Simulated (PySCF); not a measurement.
Species, as SMILES: FOF.
Geometry (B3LYP-D3(BJ)/def2-TZVP, fixed):
```xyz
3

F      0.0392     1.1006    -0.2795
O     -0.0196     0.0082     0.5973
F     -0.0218    -1.1078    -0.2514
```
Charge 0, spin multiplicity 1.

Basis-set convergence of the isotropic shielding of F1 at HF with PySCF. GIAO, no density fitting; atoms are numbered in the order shown. All functions are spherical. No added dispersion term, no relativity. Reference: the value in pcseg-3, 20.66 ppm, itself unsure by roughly 9.43 ppm (its distance from pcSseg-2). Deviations are taken from unrounded values. Cost is core time over that of 6-311++G(3df,3pd), rough, on shared machines of one kind; a dash marks a row that isn't timed (too short, read off another run, short of memory, by another algorithm or on other hardware).

```json
[
 {"basis": "6-311+G**", "functions": "66", "isotropic shielding of F1 (ppm)": "19.61", "minus reference (ppm)": "-1.05", "cost": "-"},
 {"basis": "aug-pcseg-1", "functions": "69", "isotropic shielding of F1 (ppm)": "28.05", "minus reference (ppm)": "7.39", "cost": "-"},
 {"basis": "6-311++G(2d,2p)", "functions": "81", "isotropic shielding of F1 (ppm)": "27.24", "minus reference (ppm)": "6.58", "cost": "-"},
 {"basis": "cc-pVTZ", "functions": "90", "isotropic shielding of F1 (ppm)": "48.44", "minus reference (ppm)": "27.78", "cost": "0.4×"},
 {"basis": "def2-TZVPP", "functions": "93", "isotropic shielding of F1 (ppm)": "33.45", "minus reference (ppm)": "12.79", "cost": "0.4×"},
 {"basis": "6-311++G(3df,3pd)", "functions": "117", "isotropic shielding of F1 (ppm)": "31.41", "minus reference (ppm)": "10.74", "cost": "1×"},
 {"basis": "jun-cc-pV(T+d)Z", "functions": "117", "isotropic shielding of F1 (ppm)": "34.97", "minus reference (ppm)": "14.31", "cost": "1×"},
 {"basis": "def2-TZVPPD", "functions": "120", "isotropic shielding of F1 (ppm)": "27.37", "minus reference (ppm)": "6.71", "cost": "1×"},
 {"basis": "aug-cc-pVTZ", "functions": "138", "isotropic shielding of F1 (ppm)": "36.21", "minus reference (ppm)": "15.54", "cost": "2×"},
 {"basis": "aug-pcseg-2", "functions": "138", "isotropic shielding of F1 (ppm)": "22.79", "minus reference (ppm)": "2.13", "cost": "2×"},
 {"basis": "def2-QZVPP", "functions": "171", "isotropic shielding of F1 (ppm)": "29.21", "minus reference (ppm)": "8.55", "cost": "5×"},
 {"basis": "pcseg-3", "functions": "180", "isotropic shielding of F1 (ppm)": "20.66", "minus reference (ppm)": "0.00", "cost": "6×"},
 {"basis": "def2-QZVPPD", "functions": "198", "isotropic shielding of F1 (ppm)": "26.11", "minus reference (ppm)": "5.44", "cost": "8×"}
]
```
